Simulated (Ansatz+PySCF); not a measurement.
Two shapes of triplet CH2.

Shape 1:

```xyz
3

C     0.0000    0.0000   -0.1059
H     0.0000    1.0040    0.3178
H     0.0000   -1.0040    0.3178
```

Shape 2:

```xyz
3

C     0.0000    0.0000   -0.0974
H     0.0000    0.9236    0.2923
H     0.0000   -0.9236    0.2923
```

Basis set: def2-SVP (spherical functions). Correlated methods keep 1 orbital frozen. Correlation on ROHF uses semicanonical orbitals with singles. Charge 0, multiplicity 3.

Computed with Ansatz (development build ahead of 0.2.0); each method stands on the lowest determinant of its kind that the runs found.

**Question.** Which shape is lower in energy, and by how much in each method?

**Answer.**

```json
{"method": "ROHF", "E(2) − E(1) (eV)": "0.258"}
{"method": "UHF-MP2", "E(2) − E(1) (eV)": "0.305"}
{"method": "UHF-CCSD", "E(2) − E(1) (eV)": "0.329"}
{"method": "ROHF-CCSD(T)", "E(2) − E(1) (eV)": "0.335"}
{"method": "UHF-CCSD(T)", "E(2) − E(1) (eV)": "0.335"}
```

Shape 1 is lower.
